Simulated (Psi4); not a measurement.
# Two attempts at CH2BN− (SMILES [BH2-]C#N)

Aim: a single-point energy of CH2BN− at CASSCF(5,4)/6-31G** (sfX2C, Cartesian functions, nat orbs yes, 2 states averaged).

Program for the calculation: Psi4 1.11.

1 further run of the same task is left out (set aside as unsound or not needed).

## 1. Starting point

CH2BN−: 5 atoms, total charge -1, spin state doublet. SMILES: `[BH2-]C#N`. Geometry: relaxed at GFN2-xTB.

Bond lengths: B1–C2 1.464 Å, C2–N3 1.188 Å, B1–H4 1.209 Å, B1–H5 1.209 Å. Angles: B1–C2–N3 179.9°, C2–B1–H4 120.8°, C2–B1–H5 120.8°, H4–B1–H5 118.3°.

## 2. First attempt

Input file ch2bn.inp:

```
memory 1600 mb

molecule {
  -1 2
  B     -0.479260     0.201310    -0.246440
  C      0.740110    -0.310900     0.381160
  N      1.729380    -0.727540     0.890010
  H     -0.889380    -0.271730    -1.280950
  H     -1.100840     1.108860     0.256220
  symmetry c1
}

set globals {
  basis 6-31G**
  reference rohf
  scf_type pk
  restricted_docc [8]
  mcscf_type conv
  mcscf_algorithm ts
  mcscf_maxiter 60
  active [4]
  num_roots 2
  avg_states [0, 1]
  nat_orbs true
  mcscf_r_convergence 0.0001
  mcscf_e_convergence 1e-06
  diis false
  scf_initial_accelerator none
  guess core
  maxiter 50
  relativistic x2c
}

energy("casscf")
print_variables()
```

On the command line:

```bash
$ psi4 -n 1 ch2bn.inp ch2bn.out
```

ch2bn.out:

```text
Psi4 1.11 release

Relativistic analytic gradients are not implemented yet, re-routing to finite differences.

   => Loading Basis Set <=

    Name: 6-31G**
    Role: ORBITAL
    Keyword: BASIS

         ---------------------------------------------------------
                                   SCF
                             ROHF Reference
                        1 Threads,   1525 MiB Core
         ---------------------------------------------------------

  ==> Geometry <==

    Molecular point group: c1
    Full point group: C1

    Geometry (in Angstrom), charge = -1, multiplicity = 2:

[... 111 lines left out ...]
   @ROHF iter   1:   -94.27347663565033   -9.42735e+01   6.72582e-02
[... 6 lines left out ...]
   @ROHF iter   8:   -88.54010768044628    6.06244e+00   5.10685e-02
[... 6 lines left out ...]
   @ROHF iter  15:   -94.58990970544488   -6.04981e+00   6.85675e-02
[... 6 lines left out ...]
   @ROHF iter  22:   -88.54010121925199    6.04981e+00   5.10705e-02
[... 6 lines left out ...]
   @ROHF iter  29:   -94.58990733391920   -6.04981e+00   6.85675e-02
[... 6 lines left out ...]
   @ROHF iter  36:   -88.54010121926393    6.04981e+00   5.10705e-02
[... 6 lines left out ...]
   @ROHF iter  43:   -94.58990733391869   -6.04981e+00   6.85675e-02
[... 6 lines left out ...]
   @ROHF iter  50:   -88.54010121926353    6.04981e+00   5.10705e-02
[... 1 line left out ...]
PsiException: Could not converge SCF iterations in 50 iterations.

  Failed to converge.

psi4.driver.p4util.exceptions.SCFConvergenceError: Could not converge SCF iterations in 50 iterations.

Printing out the relevant lines from the Psithon --> Python processed input file:
    core.set_global_option("DIIS", "false")
    core.set_global_option("SCF_INITIAL_ACCELERATOR", "none")
    core.set_global_option("GUESS", "core")
    core.set_global_option("MAXITER", 50)
    core.set_global_option("RELATIVISTIC", "x2c")
--> energy("casscf")
    print_variables()

!------------------------------------------------------!
!                                                      !
!  Could not converge SCF iterations in 50 iterations. !
!                                                      !
!------------------------------------------------------!

    Psi4 run time: 0:00:00.82
```

Wall time 2.4 s (1 thread of Intel Xeon Platinum 8488C (Sapphire Rapids), shared host); peak memory 0.17 GiB.

## 3. Reading the log

The run stopped without converging.

The telling line is `Could not converge SCF iterations in 50 iterations.`. The fault: the convergence aids are set badly. The sound input differs in these keys, not all of which need be the cause: diis at its default in place of no; scf initial accelerator at its default in place of none; starting guess at its default in place of core.

## 4. Second attempt

Input file job.inp:

```
memory 1.6 GB

molecule {
  -1 2
  B     -0.479260     0.201310    -0.246440
  C      0.740110    -0.310900     0.381160
  N      1.729380    -0.727540     0.890010
  H     -0.889380    -0.271730    -1.280950
  H     -1.100840     1.108860     0.256220
  symmetry c1
}

set basis 6-31G**
set reference rohf
set scf_type pk
set restricted_docc [8]
set mcscf_type conv
set mcscf_algorithm ts
set mcscf_maxiter 60
set active [4]
set num_roots 2
set avg_states [0, 1]
set nat_orbs true
set mcscf_r_convergence 0.0001
set mcscf_e_convergence 1e-06
set relativistic x2c

e_tot, wfn = energy('casscf', return_wfn=True)
```

On the command line:

```bash
$ psi4 -i job.inp -o job.out -n 1
```

job.out:

```text
[...]
  Running in c1 symmetry.
[...]
  Nuclear repulsion =   46.054610857130797
[...]
  Multiplicity = 2
[...]
  Nalpha       = 11
  Nbeta        = 10
[...]
    Number of basis functions: 55
[...]
    WARNING: The X2C and Dirac Hamiltonians have substatially different eigenvalues!
             This is probably caused by the recontraction of the basis set.
[...]
   @ROHF iter   1:  -118.10174546217692   -1.16821e+00   4.80954e-03 DIIS
[...]
   @ROHF iter  13:  -118.18527902143444   -2.84217e-13   2.14213e-09 DIIS
[...]
    Orbital Energies [Eh]
    ---------------------
    Doubly Occupied:
       1A    -15.339648     2A    -11.033917     3A     -7.333513
       4A     -0.957809     5A     -0.561352     6A     -0.357774
       7A     -0.297974     8A     -0.284186     9A     -0.242412
      10A     -0.197036
    Singly Occupied:
      11A      0.153286
[...]
Warning: iopen=0,opentype!=closed. Making iopen=1
[...]
   @MCSCF Final Energy: -118.142186846480769
[...]
    Warning: Norm of correction (root 0) is < 1.0E-13
    Warning: Norm of correction (root 1) is < 1.0E-13
   @CI  1:     0   -118.204480866622   -8.8818E-16   7.0323E-14 c
[...]
   ==> Energetics <==
    SCF energy =         -118.185279021434440
    Total MCSCF energy = -118.142186846480769
[...]
 Multipole Moments:
 ------------------------------------------------------------------------------------
     Multipole            Electronic (a.u.)      Nuclear  (a.u.)        Total (a.u.)
 ------------------------------------------------------------------------------------
 L = 1.  Multiply by 2.5417464519 to convert [e a0] to [Debye]
 Dipole X            :          1.8128239           -2.0212242           -0.2084003
 Dipole Y            :         -0.7629988            0.8504340            0.0874352
 Dipole Z            :          0.9338221           -1.0409714           -0.1071493
 Magnitude           :                                                    0.2501131
[...]
```

Run time: 3.6 s. Hardware: 1 thread of Intel Xeon Platinum 8488C (Sapphire Rapids), shared host; peak memory 0.22 GiB.

## 5. Summary of results

Level: CASSCF(5,4)/6-31G** (sfX2C, Cartesian functions, nat orbs yes, 2 states averaged).

| quantity | value |
| --- | --- |
| average energy of the states | -118.14219 Eh |
| lowest excitation energy within this active space | 3.39 eV |

The orbitals are averaged over several states, so each root lies above its own optimum (it can stand above Hartree-Fock), and forces and dipoles share that bias. For an anion, states without diffuse functions may be basis-held continuum.
